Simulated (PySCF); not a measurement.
# Ionisation energy of O by level of theory

O [He] 2s2 2p4 (3P) → O⁺ [He] 2s2 2p3 (4S), as a difference of total energies. Calculation: PySCF 2.14, in cc-pVTZ (4s3p2d1f, 30 functions); no relativity, point nucleus. Correlated levels: valence: 1s2 frozen. The calculations carry no spin-orbit coupling.

| method | ionisation energy (eV) | error (eV) |
| --- | --- | --- |
| UHF | 12.011 | -1.597 |
| TPSS | 13.984 | +0.376 |
| B3LYP | 14.087 | +0.479 |
| MP2 (valence) | 13.249 | -0.359 |
| SCS-MP2 (valence) | 13.347 | -0.261 |
| CCSD (valence) | 13.279 | -0.329 |
| CCSD(T) (valence) | 13.314 | -0.294 |

Reference: 13.608 eV (measured; NIST levels, between the centres of gravity of the two terms).

Errors of the correlated levels include the incompleteness of this basis and the frozen core.
